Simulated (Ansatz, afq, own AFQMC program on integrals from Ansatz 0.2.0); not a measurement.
**SiH₃⁺, singlet in cc-pVDZ, levels against full CI**

| atom | x (Å) | y (Å) | z (Å) |
| --- | --- | --- | --- |
| Si | 0.0198 | -0.0335 | 0.0001 |
| H | 1.4917 | -0.0193 | 0.0000 |
| H | -1.3385 | 2.2675 | -0.0052 |
| H | -0.7039 | -1.3153 | 0.0031 |

Basis cc-pVDZ. Only valence electrons are correlated. Integrals, coupled cluster, full CI and functionals: Ansatz 0.2.0; the random walks run on the same integrals in our own AFQMC program. ph-AFQMC/CISD is guided by a CISD state made of CCSD amplitudes; releasing the constraint for a short imaginary time cuts its bias at the price of noise, slowly where states lie close. Uncertainties: one standard error, sampling alone.

Determinant: UHF, the one that the program's search chose, which needn't be the lowest solution. The geometry is a point of a scan.

Full CI on the same integrals is exact in this basis and with this determinant's frozen core.

Cautions: strong correlation (T1 0.094, weight of the determinant 0.72, largest double 0.36); unrestricted determinant spin contaminated (⟨S²⟩ 0.81 against 0.00); the CCSDT(Q) amplitudes may be one of several solutions (largest double 0.51); the CCSDTQ amplitudes may be one of several solutions (largest double 0.52); the released energies are still falling, so no released level is given (meV from the phaseless value at times in 1/Eh: -2 ± 3 at 0.24, -7 ± 3 at 0.51, -11 ± 3 at 0.99, -14.5 ± 2.0 at 1.62, -16 ± 3 at 2.40).

* T1 diagnostic: 0.0943
* weight of the determinant in the CISD state: 0.721
* ⟨S²⟩ of the determinant: 0.813
* size of the correlated space: 6 electrons in 28 orbitals

| level | correlation energy (eV) |
| --- | --- |
| MP2 | -1.7608 |
| CCSD | -2.6554 |
| CCSD(T) | -2.7648 |

(1) Estimate where phaseless AFQMC with the Hartree–Fock trial lies against CCSD(T) on the same integrals.

(1) 9.1 ± 1.2 kJ/mol below CCSD(T).

Reference: full CI, correlation energy -2.858 eV. The cautions show a poor starting determinant, so the rows tell how each method copes with it here, and full CI is the sure value.

```
        level  E − E(reference) (kJ/mol)  share of correlation (%)
      CCSD(T)                        9.0                     96.73
        CCSDT                        1.0                     99.63
     CCSDT(Q)                        0.1                     99.95
       CCSDTQ                        0.0                    100.00
  ph-AFQMC/HF                 -0.1 ± 1.2                    100.04
ph-AFQMC/CISD                  2.8 ± 0.3                     98.97
```

CCSDT and higher add their correlation energy to the determinant of the CCSD(T) run, since their own runs factorise the integrals more tightly (a shift of under 2 meV). A walk keeps the symmetry of its determinant, which the program's search chose and which needn't be the lowest solution, so a lower state of the same spin and another symmetry isn't excluded.
